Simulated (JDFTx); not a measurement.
Input for a modified build of JDFTx (nitrogen trifluoride, NF3 (SMILES FN(F)F), charge 0, multiplicity 1; bohr and hartree).

```
lattice \
  18.4248297151 0.0000000000 0.0000000000 \
  0.0000000000 17.9523981839 0.0000000000 \
  0.0000000000 0.0000000000 15.5902405282
coords-type Cartesian
ion F -1.9940672743 1.8629078300 0.5462690935 1
ion N -0.1588785793 0.4383651736 -0.5462690935 1
ion F 1.9940672743 1.3148070127 0.5460375166 1
ion F -0.4749526099 -1.8629078300 0.5461466435 1
ion-species pseudo/f_pbe_v1.4.upf
ion-species pseudo/n_pbe_v1.2.upf
elec-cutoff 20 100
elec-ex-corr gga-PBE
symmetries none
coulomb-interaction Isolated
coulomb-truncation-embed 0 0 0
elec-n-bands 13
electronic-minimize nIterations 150 energyDiffThreshold 1e-7
ionic-minimize nIterations 25 energyDiffThreshold 1e-5 knormThreshold 4e-4
dump-name s0.$VAR
dump End State Ecomponents EigStats BandEigs Forces ElecDensity IonicPositions
```

The main set-up lines of the log and the final energy components:

```
unit cell volume = 5156.78
Chosen fftbox size, S = [  84  84  72  ]
unit cell volume = 5156.78
Chosen fftbox size, S = [  80  80  64  ]
  'F' pseudopotential, 'SLA  PW   PBX  PBC' functional
  7 valence electrons, 2 orbitals, 4 projectors, 799 radial grid points, with lMax = 1
  'N' pseudopotential, 'SLA  PW   PBE  PBE' functional
  5 valence electrons, 2 orbitals, 4 projectors, 729 radial grid points, with lMax = 1
Initialized 2 species with 4 total atoms.
Folded 1 k-points by 1x1x1 to 1 k-points.
nElectrons:  26.000000   nBands: 13   nStates: 1
average nbasis = 22051.000 , ideal nbasis = 22030.166
unit cell volume = 41254.3
Chosen fftbox size, S = [  168  168  144  ]
[...]
# Energy components:
   Eewald =       75.1615070831366126
       EH =      146.0363511599729804
     Eloc =     -331.1864306025613018
      Enl =       11.9403597006645441
      Exc =      -16.4007190254200665
 Exc_core =        0.0886178746678936
       KE =       31.6210185249229596
-------------------------------------
     Etot =      -82.7392952846164036

IonicMinimize: Iter:   4  Etot: -82.739295284616404  |grad|_K:  8.938e-05  alpha:  1.000e+00  linmin: -4.514e-01
IonicMinimize: Converged (|grad|_K<4.000000e-04).

	eMin: -1.261190 at state 0 ( [ +0.000000 +0.000000 +0.000000 ] spin 0 )
	HOMO: -0.325246 at state 0 ( [ +0.000000 +0.000000 +0.000000 ] spin 0 )
```

The run took 55 electronic cycles; the highest occupied level lies at -8.85 eV from the vacuum level.
